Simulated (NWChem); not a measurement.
System: methane (CH$_{4}$); SMILES C

Here is an NWChem input.

```
start job
memory heap 200 mb stack 900 mb global 1100 mb
geometry units angstroms
  C     -0.000000     0.000000    -0.000002
  H     -0.854020    -0.241787    -0.646521
  H      0.868943     0.254416    -0.621295
  H     -0.255660     0.855214     0.639562
  H      0.240735    -0.867844     0.628240
end
basis spherical
  * library def2-svp
end
dft
  xc slater vwn_5
  iterations 150
end
driver
  maxiter 120
end
task dft optimize
task dft freq
```

Parts of the log:

```
             Northwest Computational Chemistry Package (NWChem) 7.3.0
             --------------------------------------------------------

 TD  symmetry detected

                             Geometry "geometry" -> ""
                             -------------------------

 Output coordinates in angstroms (scale by  1.889725989 to convert to a.u.)

  No.       Tag          Charge          X              Y              Z
 ---- ---------------- ---------- -------------- -------------- --------------
    1 C                    6.0000     0.00000000     0.00000000     0.00000000
    2 H                    1.0000    -0.63398094    -0.63398094    -0.63398094
    3 H                    1.0000     0.63398094     0.63398094    -0.63398094
    4 H                    1.0000    -0.63398094     0.63398094     0.63398094
    5 H                    1.0000     0.63398094    -0.63398094     0.63398094

 Effective nuclear repulsion energy (a.u.)      13.3364411701

      Symmetry information
      --------------------

 Group name              Td
 Group number             42
 Group order              24
 No. of unique centers     2

                                Z-matrix (autoz)
                                --------

 Units are Angstrom for bonds and degrees for angles

      Type          Name      I     J     K     L     M      Value
      ----------- --------  ----- ----- ----- ----- ----- ----------
    1 Stretch                  1     2                       1.09809
    2 Stretch                  1     3                       1.09809
    3 Stretch                  1     4                       1.09809
    4 Stretch                  1     5                       1.09809
    5 Bend                     2     1     3               109.47122
    6 Bend                     2     1     4               109.47122
    7 Bend                     2     1     5               109.47122
    8 Bend                     3     1     4               109.47122
    9 Bend                     3     1     5               109.47122
   10 Bend                     4     1     5               109.47122

                           NWChem Geometry Optimization
                           ----------------------------

 maximum gradient threshold         (gmax) =   0.000450
 rms gradient threshold             (grms) =   0.000300
 maximum cartesian step threshold   (xmax) =   0.001800
 rms cartesian step threshold       (xrms) =   0.001200
 fixed trust radius                (trust) =   0.300000
 source of zmatrix                         =   autoz

          -------------------
          Energy Minimization
          -------------------

 Using diagonal initial Hessian
 Scaling for Hessian diagonals: bonds = 1.00  angles = 0.25  torsions = 0.10

          --------
          Step   0

                                 NWChem DFT Module
                                 -----------------

 Summary of "ao basis" -> "ao basis" (spherical)
 ------------------------------------------------------------------------------
       Tag                 Description            Shells   Functions and Types
 ---------------- ------------------------------  ------  ---------------------
 C                          def2-svp                 6       14   3s2p1d
 H                          def2-svp                 3        5   2s1p

      Symmetry analysis of basis
      --------------------------

        a1          6
        a2          0
        e           4
        t1          3
        t2         21

            General Information
            -------------------
          SCF calculation type: DFT
          Wavefunction type:  closed shell.
          No. of atoms     :     5
          No. of electrons :    10
           Alpha electrons :     5
            Beta electrons :     5
          Charge           :     0
          Spin multiplicity:     1
          Use of symmetry is: on ; symmetry adaption is: on
          Maximum number of iterations: 150
          AO basis - number of functions:    34
                     number of shells:    18
          Convergence on energy requested:  1.00D-06
          Convergence on density requested:  1.00D-05
          Convergence on gradient requested:  5.00D-04

              XC Information
              --------------
                        Slater Exchange Functional  1.000 local
                      VWN V Correlation Functional  1.000 local

             Grid Information
             ----------------
          Grid used for XC integration:  medium
          Radial quadrature: Mura-Knowles
          Angular quadrature: Lebedev.
          Tag              B.-S. Rad. Rad. Pts. Rad. Cut. Ang. Pts.
          ---              ---------- --------- --------- ---------
          C                   0.70       49           6.0       434
          H                   0.35       45           7.0       434
          Grid pruning is: on
          Number of quadrature shells:    94
          Spatial weights used:  Erf1

      Superposition of Atomic Density Guess
      -------------------------------------

 Sum of atomic energies:         -39.62192656

      Non-variational initial energy
      ------------------------------

 Total energy =     -40.191024
 1-e energy   =     -78.041021
 2-e energy   =      24.513556
 HOMO         =      -0.517759
 LUMO         =       0.111313

      Symmetry analysis of molecular orbitals - initial
      -------------------------------------------------

  Numbering of irreducible representations:

     1 a1          2 a2          3 e           4 t1          5 t2

  Orbital symmetries:

     1 a1          2 a1          3 t2          4 t2          5 t2
     6 a1          7 t2          8 t2          9 t2         10 t2
    11 t2         12 t2         13 a1         14 t2         15 t2

   convergence    iter        energy       DeltaE   RMS-Dens  Diis-err
 ---------------- ----- ----------------- --------- --------- ---------
 d= 0,ls=0.0,diis     1    -40.0609733843 -5.34D+01  7.46D-03  1.40D-01
 d= 0,ls=0.0,diis     2    -40.0676585331 -6.69D-03  3.37D-03  8.52D-03
 d= 0,ls=0.0,diis     3    -40.0671041036  5.54D-04  1.86D-03  1.25D-02
 d= 0,ls=0.0,diis     4    -40.0687348954 -1.63D-03  2.99D-05  9.05D-07
 d= 0,ls=0.0,diis     5    -40.0687350799 -1.85D-07  1.99D-06  9.74D-09

         Total DFT energy =      -40.068735079892
      One electron energy =      -79.588608981004
           Coulomb energy =       32.625828184770
    Exchange-Corr. energy =       -6.442395453805
 Nuclear repulsion energy =       13.336441170148

 Numeric. integr. density =       10.000007193293

                  Occupations of the irreducible representations
                  ----------------------------------------------

                     irrep           alpha         beta
                     --------     --------     --------
                     a1                2.0          2.0
                     a2                0.0          0.0
                     e                 0.0          0.0
                     t1                0.0          0.0
                     t2                3.0          3.0

                       DFT Final Molecular Orbital Analysis
                       ------------------------------------

 Vector    3  Occ=2.000000D+00  E=-3.415894D-01  Symmetry=t2
              MO Center= -5.8D-02, -2.8D-01, -6.9D-02, r^2= 1.2D+00
   Bfn.  Coefficient  Atom+Function         Bfn.  Coefficient  Atom+Function
  ----- ------------  ---------------      ----- ------------  ---------------
     4      0.340958  1 C  px                15     -0.329790  2 H  s
     6      0.284129  1 C  pz                30      0.263357  5 H  s
     7      0.151588  1 C  px                16     -0.150370  2 H  s
     9      0.126323  1 C  pz                31      0.120080  5 H  s
     5      0.070010  1 C  py                20      0.060179  3 H  s

 Vector    4  Occ=2.000000D+00  E=-3.415894D-01  Symmetry=t2
              MO Center=  2.5D-01,  8.3D-02, -1.3D-01, r^2= 1.2D+00
   Bfn.  Coefficient  Atom+Function         Bfn.  Coefficient  Atom+Function
  ----- ------------  ---------------      ----- ------------  ---------------
     5      0.362537  1 C  py                20      0.341728  3 H  s
     6     -0.235727  1 C  pz                30     -0.225966  5 H  s
     8      0.161182  1 C  py                21      0.155814  3 H  s
     4      0.121996  1 C  px                15     -0.118046  2 H  s
     9     -0.104803  1 C  pz                31     -0.103031  5 H  s

[...]

      ----------------------
      Optimization converged
      ----------------------

  Step       Energy      Delta E   Gmax     Grms     Xrms     Xmax
  ---- ---------------- -------- -------- -------- -------- --------
@    2     -40.06892605 -7.4D-09  0.00000  0.00000  0.00006  0.00006
                                     ok       ok       ok       ok

                                Z-matrix (autoz)
                                --------

 Units are Angstrom for bonds and degrees for angles

      Type          Name      I     J     K     L     M      Value     Gradient
      ----------- --------  ----- ----- ----- ----- ----- ---------- ----------
    1 Stretch                  1     2                       1.10695    0.00000
    2 Stretch                  1     3                       1.10695    0.00000
    3 Stretch                  1     4                       1.10695    0.00000
    4 Stretch                  1     5                       1.10695    0.00000
    5 Bend                     2     1     3               109.47122    0.00000
    6 Bend                     2     1     4               109.47122   -0.00000
    7 Bend                     2     1     5               109.47122    0.00000
    8 Bend                     3     1     4               109.47122    0.00000
    9 Bend                     3     1     5               109.47122    0.00000
   10 Bend                     4     1     5               109.47122    0.00000

                         Geometry "geometry" -> "geometry"
                         ---------------------------------

 Output coordinates in angstroms (scale by  1.889725989 to convert to a.u.)

  No.       Tag          Charge          X              Y              Z
 ---- ---------------- ---------- -------------- -------------- --------------
    1 C                    6.0000     0.00000000     0.00000000     0.00000000
    2 H                    1.0000    -0.63909820    -0.63909820    -0.63909820
    3 H                    1.0000     0.63909820     0.63909820    -0.63909820
    4 H                    1.0000    -0.63909820     0.63909820     0.63909820
    5 H                    1.0000     0.63909820    -0.63909820     0.63909820

 Effective nuclear repulsion energy (a.u.)      13.2296562968

      Symmetry information
      --------------------

 Group name              Td
 Group number             42
 Group order              24
 No. of unique centers     2

                Final and change from initial internal coordinates
                --------------------------------------------------

                                Z-matrix (autoz)
                                --------

 Units are Angstrom for bonds and degrees for angles

      Type          Name      I     J     K     L     M      Value       Change
      ----------- --------  ----- ----- ----- ----- ----- ---------- ----------
    1 Stretch                  1     2                       1.10695    0.00886
    2 Stretch                  1     3                       1.10695    0.00886
    3 Stretch                  1     4                       1.10695    0.00886
    4 Stretch                  1     5                       1.10695    0.00886
    5 Bend                     2     1     3               109.47122    0.00000
    6 Bend                     2     1     4               109.47122    0.00000
    7 Bend                     2     1     5               109.47122    0.00000
    8 Bend                     3     1     4               109.47122    0.00000
    9 Bend                     3     1     5               109.47122    0.00000
   10 Bend                     4     1     5               109.47122    0.00000

 ==============================================================================
                                internuclear distances
 ------------------------------------------------------------------------------
       center one      |      center two      | atomic units |  angstroms
 ------------------------------------------------------------------------------
    2 H                |   1 C                |     2.09183  |     1.10695
    3 H                |   1 C                |     2.09183  |     1.10695
    4 H                |   1 C                |     2.09183  |     1.10695
    5 H                |   1 C                |     2.09183  |     1.10695
 ------------------------------------------------------------------------------
                         number of included internuclear distances:          4
 ==============================================================================

[second-derivative integrals and response iterations left out]

  Vibrational analysis via the FX method

  See chapter 2 in "Molecular Vibrations" by Wilson, Decius and Cross

  Vib: Default input used

[...]

 Rotational Constants
 --------------------
 A=   5.119055 cm-1  (  7.365013 K)
 B=   5.119055 cm-1  (  7.365013 K)
 C=   5.119055 cm-1  (  7.365013 K)

 Temperature                      =   298.15K
 frequency scaling parameter      =   1.0000

 Zero-Point correction to Energy  =   27.063 kcal/mol  (  0.043127 au)
 Thermal correction to Energy     =   28.875 kcal/mol  (  0.046015 au)
 Thermal correction to Enthalpy   =   29.467 kcal/mol  (  0.046958 au)

 Total Entropy                    =   44.590 cal/mol-K
   - Translational                =   34.246 cal/mol-K (mol. weight =  16.0313)
   - Rotational                   =   10.207 cal/mol-K (symmetry #  =       12)
   - Vibrational                  =    0.137 cal/mol-K

 Cv (constant volume heat capacity) =    6.686 cal/mol-K
   - Translational                  =    2.979 cal/mol-K
   - Rotational                     =    2.979 cal/mol-K
   - Vibrational                    =    0.727 cal/mol-K

[normal modes left out]

 ----------------------------------------------------------------------------
 Normal Eigenvalue ||           Projected Infra Red Intensities
  Mode   [cm**-1]  || [atomic units] [(debye/angs)**2] [(KM/mol)] [arbitrary]
 ------ ---------- || -------------- ----------------- ---------- -----------
    1       -0.000 ||    0.000000           0.000         0.000       0.000
    2       -0.000 ||    0.000000           0.000         0.000       0.000
    3       -0.000 ||    0.000000           0.000         0.000       0.000
    4       -0.000 ||    0.000000           0.000         0.000       0.000
    5        0.000 ||    0.000000           0.000         0.000       0.000
    6        0.000 ||    0.000000           0.000         0.000       0.000
    7     1232.575 ||    0.026196           0.604        25.537      41.546
    8     1232.575 ||    0.026196           0.604        25.537      41.546
    9     1232.575 ||    0.026196           0.604        25.537      41.546
   10     1458.137 ||    0.000000           0.000         0.000       0.000
   11     1458.137 ||    0.000000           0.000         0.000       0.000
   12     2963.425 ||    0.000000           0.000         0.000       0.000
   13     3120.789 ||    0.005331           0.123         5.197       8.454
   14     3120.789 ||    0.005331           0.123         5.197       8.454
   15     3120.789 ||    0.005331           0.123         5.197       8.454
 ----------------------------------------------------------------------------
```

Level: LDA (Slater exchange, VWN5)/def2-SVP.
